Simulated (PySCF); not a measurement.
## Shieldings and the share of exact exchange

Molecule: `FC1C=C1`, C3H3F.

Molfile (atoms numbered from 1):
```
C3H3F
     RDKit          3D

  7  7  0  0  0  0  0  0  0  0999 V2000
    0.7769    0.3355    1.6112 F   0  0  0  0  0  0  0  0  0  0  0  0
   -0.1868    0.0457    0.6760 C   0  0  0  0  0  0  0  0  0  0  0  0
    0.1940   -0.6968   -0.5304 C   0  0  0  0  0  0  0  0  0  0  0  0
   -0.0452    0.5803   -0.6827 C   0  0  0  0  0  0  0  0  0  0  0  0
   -1.1514   -0.0732    1.1898 H   0  0  0  0  0  0  0  0  0  0  0  0
    0.5004   -1.6496   -0.9572 H   0  0  0  0  0  0  0  0  0  0  0  0
   -0.0812    1.4560   -1.3273 H   0  0  0  0  0  0  0  0  0  0  0  0
  1  2  1  0
  2  3  1  0
  3  4  2  0
  4  2  1  0
  2  5  1  0
  3  6  1  0
  4  7  1  0
M  END
```

GIAO shieldings (ppm, equivalent atoms averaged) in PySCF 2.14.0 with density-fitted response routines on the PBE0-D3(BJ)/def2-SVP geometry, basis pcSseg-2, gas phase, non-relativistic:

| functional | exact exchange (%) | σ(F1) | σ(C3/C4) | σ(C2) |
| --- | --- | --- | --- | --- |
| BLYP | 0 | 325.9 | 42.1 | 106.4 |
| BP86 | 0 | 330.4 | 46.0 | 110.5 |
| PBE | 0 | 328.8 | 45.7 | 110.7 |
| B3LYP | 20 | 337.6 | 45.3 | 113.5 |
| mPW1PW91 | 25 | 343.0 | 49.2 | 118.4 |
| BHandHLYP | 50 | 350.6 | 50.0 | 123.0 |
| HF | 100 | 368.2 | 59.3 | 137.9 |

Q: Fit each shielding as a line in the percentage of exact exchange.

A: σ(F1) = 329.5 + 0.40 x (rms 2.0 ppm); σ(C3/C4) = 44.2 + 0.14 x (rms 1.6 ppm); σ(C2) = 109.2 + 0.29 x (rms 1.6 ppm). The functionals also differ in their semilocal parts, which the line can't hold; Hartree–Fock has no correlation at all.

Q: What does the line predict for PBE0 (25 %), and what does the run give?

A: σ(F1): 339.5 predicted, 342.4 computed; σ(C3/C4): 47.7 predicted, 49.7 computed; σ(C2): 116.5 predicted, 119.0 computed ppm.
